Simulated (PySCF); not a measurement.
Species: C₃H₅F.
Z-matrix (Å and degrees, PBE0-D3(BJ)/def2-SVP geometry), rows numbered from 1:
```
C 
C   1  1.4914
C   2  1.3288  1  123.78
F   3  1.3320  2  122.54  1   179.88
H   1  1.1025  2  111.28  3   119.89
H   1  1.1024  2  111.24  3  -121.29
H   1  1.1003  2  111.81  3    -0.71
H   2  1.0955  1  118.82  3   179.91
H   3  1.0956  2  124.86  1    -0.11
```

Computed, not measured: PySCF 2.14.0, PBE0-D3(BJ)/def2-SVP geometry optimisation, gas phase.

Masses are those of the commonest isotopes; rigid-rotor values at the optimised geometry. 

**Question.** Give the principal moments of inertia and the rotational constants in GHz.

**Answer.** Ia = 11.62, Ib = 130.17, Ic = 138.63 u·Å²; 505379 MHz·u·Å²/I gives 43498, 3883 and 3646 MHz, that is A = 43.498, B = 3.8826, C = 3.6455 GHz.

**Question.** What kind of rotor is it?

**Answer.** A near-prolate asymmetric top; Ray's κ = -0.988.

**Question.** What does the inertial defect say?

**Answer.** Not planar: Δ = Ic − Ia − Ib = -3.15 u·Å². For a rigid frame Δ = −2 Σ m c², so Σ m c² = 1.58 u·Å² lies off the ab plane, practically all of it from hydrogen. The atom farthest from that plane is 0.89 Å away.

**Question.** Give the other two planar moments, Paa and Pbb, and the rms extents of the mass along the axes.

**Answer.** Paa = Σ m a² = (Ib + Ic − Ia)/2 = 128.59 and Pbb = Σ m b² = (Ia + Ic − Ib)/2 = 10.04 u·Å². With the mass M = 60.04 u, the rms extents √(P/M) along a, b and c are 1.46, 0.41, 0.16 Å.

**Question.** Give the coordinates in the principal-axis frame, origin at the centre of mass.

**Answer.** The sense of each axis is arbitrary; atoms in the order of the calculation.
```csv
atom,mass (u),a (Å),b (Å),c (Å)
C1,12.000,-1.999,-0.099,-0.001
C2,12.000,-0.595,0.404,0.001
C3,12.000,0.473,-0.388,0.001
F4,18.998,1.717,0.088,0.000
H5,1.008,-2.549,0.248,0.890
H6,1.008,-2.554,0.270,-0.879
H7,1.008,-2.040,-1.198,-0.014
H8,1.008,-0.421,1.485,0.000
H9,1.008,0.441,-1.483,0.001
```

**Question.** List the rotational levels J(Ka,Kc) to J = 5 (K).

**Answer.** Above 0(0,0), as E/k:
J = 1: 1(0,1) 0.361, 1(1,1) 2.263, 1(1,0) 2.274
J = 2: 2(0,2) 1.084, 2(1,2) 2.974, 2(1,1) 3.008, 2(2,1) 8.711, 2(2,0) 8.712
J = 3: 3(0,3) 2.167, 3(1,3) 4.040, 3(1,2) 4.109, 3(2,2) 9.795, 3(2,1) 9.796, 3(3,1) 19.330, 3(3,0) 19.330
J = 4: 4(0,4) 3.612, 4(1,4) 5.463, 4(1,3) 5.577, 4(2,3) 11.240, 4(2,2) 11.241, 4(3,2) 20.775, 4(3,1) 20.775, 4(4,1) 34.123, 4(4,0) 34.123
J = 5: 5(0,5) 5.418, 5(1,5) 7.241, 5(1,4) 7.411, 5(2,4) 13.047, 5(2,3) 13.049, 5(3,3) 22.582, 5(3,2) 22.582, 5(4,2) 35.930, 5(4,1) 35.930, 5(5,1) 53.092, 5(5,0) 53.092

**Question.** Predict some low-J microwave lines.

**Answer.** The dipole components are |μa| = 1.51 D, |μb| = 0.49 D, |μc| = 0.00 D; the mirror of this Cs structure is the ab plane, so μc vanishes by symmetry and there are no c-type lines. Intensities carry the squares of the components, which stand as 1.00 : 0.10 (a : b). Some lines, for components of 0.1 D or more:

```json
{"type": "a", "branch": "Q", "J(Ka,Kc)": "2(1,1) ← 2(1,2)", "MHz": "711", "lower level (cm⁻¹)": "2.067"}
{"type": "a", "branch": "R", "J(Ka,Kc)": "1(0,1) ← 0(0,0)", "MHz": "7528", "lower level (cm⁻¹)": "0.000"}
{"type": "a", "branch": "R", "J(Ka,Kc)": "2(1,2) ← 1(1,1)", "MHz": "14819", "lower level (cm⁻¹)": "1.573"}
{"type": "a", "branch": "R", "J(Ka,Kc)": "2(0,2) ← 1(0,1)", "MHz": "15055", "lower level (cm⁻¹)": "0.251"}
{"type": "a", "branch": "R", "J(Ka,Kc)": "2(1,1) ← 1(1,0)", "MHz": "15293", "lower level (cm⁻¹)": "1.580"}
{"type": "b", "branch": "Q", "J(Ka,Kc)": "1(1,0) ← 1(0,1)", "MHz": "39852", "lower level (cm⁻¹)": "0.251"}
{"type": "b", "branch": "Q", "J(Ka,Kc)": "2(1,1) ← 2(0,2)", "MHz": "40090", "lower level (cm⁻¹)": "0.753"}
{"type": "b", "branch": "R", "J(Ka,Kc)": "1(1,1) ← 0(0,0)", "MHz": "47143", "lower level (cm⁻¹)": "0.000"}
{"type": "b", "branch": "R", "J(Ka,Kc)": "2(1,2) ← 1(0,1)", "MHz": "54434", "lower level (cm⁻¹)": "0.251"}
{"type": "b", "branch": "Q", "J(Ka,Kc)": "2(2,0) ← 2(1,1)", "MHz": "118846", "lower level (cm⁻¹)": "2.091"}
{"type": "b", "branch": "Q", "J(Ka,Kc)": "2(2,1) ← 2(1,2)", "MHz": "119556", "lower level (cm⁻¹)": "2.067"}
{"type": "b", "branch": "R", "J(Ka,Kc)": "2(2,1) ← 1(1,0)", "MHz": "134138", "lower level (cm⁻¹)": "1.580"}
{"type": "b", "branch": "R", "J(Ka,Kc)": "2(2,0) ← 1(1,1)", "MHz": "134376", "lower level (cm⁻¹)": "1.573"}
```

**Question.** Estimate the classical rotational partition function at 25 K, 200 K and 298.15 K.

**Answer.** Point group Cs, symmetry number σ = 1; q = (√π/σ)·√((kT/h)³/(ABC)), k/h = 20836.6 MHz/K: 849 at 25 K, 19200 at 200 K, 35000 at 298.15 K.

No PBE0-D3(BJ)/def2-SVP frequencies stand behind this structure, so it isn't proved a minimum. Constants of a rigid frame at the computed geometry: no zero-point averaging, no centrifugal distortion. A rigid rotor knows nothing of internal rotation, which can split or shift real lines.
